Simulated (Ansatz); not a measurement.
Two isomers of C2H4OS: A = `COC=S`, B = `CC(O)=S`.

Calculated with Ansatz (gas phase, PBE0-D4/def2-TZVP geometries, no zero-point term in ΔE). CCSD(T)/CBS is the MP2 limit (def2-TZVPP, def2-QZVPP) plus CCSD(T) − MP2 in def2-TZVPP, frozen cores. Functionals use def2-TZVPP. B3LYP here is the variant with VWN-RPA as its local correlation; programs differ in this. Each species was taken in one conformer, which may not be the lowest.

Question: Which is lower in electronic energy at CCSD(T)/CBS, and by how much? (Estimate.)

Answer: The calculation gave: B, by 90.0 kJ/mol.

Question: Give E(B) − E(A) in kJ/mol with CCSD(T)/def2-SVP, B3LYP-D4, B2PLYP, LDA (SPW92), CCSD/def2-TZVPP, HF/def2-TZVPP, r2SCAN-D4. (An estimate is asked.)

Answer: Computed: CCSD(T)/def2-SVP -87.0, B3LYP-D4 -83.9, B2PLYP -85.0, LDA (SPW92) -95.0, CCSD/def2-TZVPP -86.8, HF/def2-TZVPP -84.2, r2SCAN-D4 -90.6. None reverses the order clearly.

Question: Does the order hold for the free energy at 298.15 K (harmonic terms from PBE0-D4)? (Estimate.)

Answer: The calculation gave: Yes: G(B) − G(A) = -86.2 kJ/mol, for one conformer each. Modes under 60 cm⁻¹, often nearly free rotors, make the harmonic entropy too high.

Largest T1 diagnostic: 0.017.

Leaving LDA and LC-ωPBE aside and taking each functional with its dispersion term where it has one, the values, not all of them listed here, spread over 14.2 kJ/mol, from PBE-QIDH to BLYP-D4. LDA lies −8.3 kJ/mol from PBE without D4. From BLYP to BHLYP (50 % exact exchange), in def2-TZVPP and without D4, E(B) − E(A) moves by −8.7 kJ/mol.
